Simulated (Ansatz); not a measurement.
Input file:

```yaml
crystal:
  periodic: [false, false, false]
  atoms:
    - {symbol: Si, position_ang: [0.000000, 0.000000, 0.000000]}
    - {symbol: B, position_ang: [0.000000, 0.000000, 4.296000]}
basis:
  gaussian: {orbitals: cc-pVDZ}
magnetization: {spin_polarized: false, initial_magnetization: 1}
correlation: {method: mp2, frozen_orbitals: {Si: 0}}
```

```sh
$ ansatz run in.yaml --threads 1 --pin off --events-out ev --progress --plain --max-ram 2393MiB
```

Task: How does this run end?

Result: Refused. The input was made wrong on purpose (wrong frozen-orbital counts), so the run isn't a sound calculation of what was asked.
```
Error: "frozen_orbitals" has no count for B
```
